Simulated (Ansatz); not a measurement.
Reaction: H3GeOF (SMILES [GeH2]([F])[OH]) → GeH2F (SMILES [F][GeH2], doublet) + HO (SMILES [OH], doublet) (the Ge-O bond breaks)
Each species at its own B3LYP-D3(BJ)/def2-TZVP minimum (Ansatz, an electronic-structure program), one conformer.

Wanted: bond dissociation energy (electronic), in kcal/mol. UHF or UKS for unpaired electrons; spin-orbit terms are left out. Cores are frozen in correlated methods (noble-gas shells, and filled d and f shells in the p block). No relativity. CBS(X,Y): correlation extrapolated as X^-3, Hartree-Fock from the larger set (Q,5: extrapolated as (X+1)exp(-9√X)). A bracket is a step between two methods taken in the basis named. Double hybrids freeze cores in their MP2 part.

CCSD(T)/CBS(cc-pVQZ,cc-pV5Z) + [CCSDT(Q) - CCSD(T)]/cc-pVDZ (Ansatz) gives 113.9 kcal/mol.

Task: How far off this value is PBE/def2-TZVPD (Ansatz), in which direction, and how far these levels: r2SCAN/def2-TZVPD, PBE0/def2-TZVPD, B2PLYP/def2-TZVPD, CCSD(T)/CBS(cc-pVQZ,cc-pV5Z)?

Result: PBE gives 107.8 kcal/mol, 6.1 kcal/mol below it. Differences of the others: r2SCAN/def2-TZVPD (Ansatz) -7.8; PBE0/def2-TZVPD (Ansatz) -7.9; B2PLYP/def2-TZVPD (Ansatz) -5.2; CCSD(T)/CBS(cc-pVQZ,cc-pV5Z) (Ansatz) -0.1 kcal/mol.
